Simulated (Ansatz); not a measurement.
Geometry optimisation, Ansatz, RKS PBE0/6-31G*.

input.yaml

```yaml
crystal:
  periodic: [false, false, false]
  atoms:
    - { symbol: B, position_ang: [0.0, 0.0, 0.0] }
    - { symbol: H, position_ang: [0.0, 0.0, 1.19] }
    - { symbol: Cl, position_ang: [1.6108, 0.0, -0.93] }
    - { symbol: F, position_ang: [-1.1431, 0.0, -0.66] }
basis:
  gaussian: { orbitals: "6-31G*" }
hamiltonian:
  xc: pbe0
relax:
  f_tol: 0.02
  max_steps: 40
```

Command:

```bash
$ ansatz run input.yaml --threads 1 --pin off --max-ram 2048MiB --backend cpu --events-out ev --progress --plain --runs-dir out
```

Task: Where does it end, and by what steps?

Result: The forces met the threshold. After 4 steps the energy has fallen by 0.134 eV; Cl3 moved furthest, 0.09 Å.

| step | energy less start (eV) | largest force component (eV/Å) | accepted |
| --- | --- | --- | --- |
| 0 | 0.0000 | 1.874 | yes |
| 1 | -0.1044 | 0.940 | yes |
| 2 | -0.1328 | 0.187 | yes |
| 3 | -0.1339 | 0.098 | yes |
| 4 | -0.1341 | 0.017 | yes |

```xyz
4
Properties=species:S:1:pos:R:3
B 0.022 0.000 -0.010
H 0.022 0.000 1.181
Cl 1.531 0.000 -0.894
F -1.108 0.000 -0.677
```

Whether the end is a true minimum wasn't checked by a vibrational analysis.

The run took 3 s on 1 thread of AMD EPYC 9R45 96-Core Processor (Zen 5), on a shared host, peak memory 0.14 GiB.
